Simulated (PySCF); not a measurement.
Gas-phase reaction: BH3 + NH = H2BNH2

Method: PySCF energies plus ideal-gas RRHO corrections (1 bar). † marks an energy on the PBE0/def2-TZVP geometry and frequencies; other levels use their own. 6-31G* has spherical d functions here. Open shells (unrestricted): NH (multiplicity 3); the rest are closed-shell singlets. H2BNH2: computed as isolated molecules; such fragments, hydroxides, amides, oligomers or adducts are transient or little studied in the gas. The harmonic model lacks anharmonicity and excited electronic states, which grow with temperature; levels with a mode under 35 cm⁻¹ are left out.

ΔH° and ΔS° at 298 K: HF/6-31G* -336 kJ, -141 J/K; PBE/def2-SVP -580 kJ, -141 J/K; r2SCAN/def2-TZVP† -536 kJ, -141 J/K; LDA/def2-TZVP† -665 kJ, -141 J/K.

Question: With the heat capacities included, give log10 K (1 bar) at 500, 800, 1000, 1200, 1400 K from HF/6-31G*, PBE/def2-SVP, r2SCAN/def2-TZVP†, LDA/def2-TZVP†.

Answer: 
| T (K) | HF/6-31G* | PBE/def2-SVP | r2SCAN/def2-TZVP† | LDA/def2-TZVP† |
|---|---|---|---|---|
| 500 | 27.6 | 53.1 | 48.5 | 62.0 |
| 800 | 14.3 | 30.3 | 27.4 | 35.8 |
| 1000 | 9.9 | 22.7 | 20.4 | 27.1 |
| 1200 | 7.0 | 17.6 | 15.7 | 21.3 |
| 1400 | 4.9 | 14.0 | 12.4 | 17.2 |
